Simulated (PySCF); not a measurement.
All values below come from PBE-D3(BJ)/def2-TZVP (PySCF). All species are isolated molecules in the gas phase. One relaxed conformer stands for a flexible species; it need not be the lowest. Excitations are Tamm–Dancoff values on a coarser integration grid. The basis has no diffuse functions, so Rydberg states are missing or too high.

Reference species (SMILES): `Cl[Si](O)(O)O` (neutral, multiplicity 1).

```
Property                   Value
----------------------  --------
LUMO                    -0.65 eV
S1 oscillator strength     0.006
S1 excitation (TDA)      7.04 eV
```

Changed species: `Cl[Si](Cl)(Cl)Cl` (0 of 4 Cl replaced by OH; the reference has 3 of 4 Cl replaced by OH).

What does the change do to the LUMO, S1 oscillator strength and S1 excitation (TDA)?

the LUMO falls by 1.17 eV, to -1.82 eV; the S1 oscillator strength stays essentially unchanged; the S1 excitation (TDA) drops by 0.61 eV, to 6.43 eV.
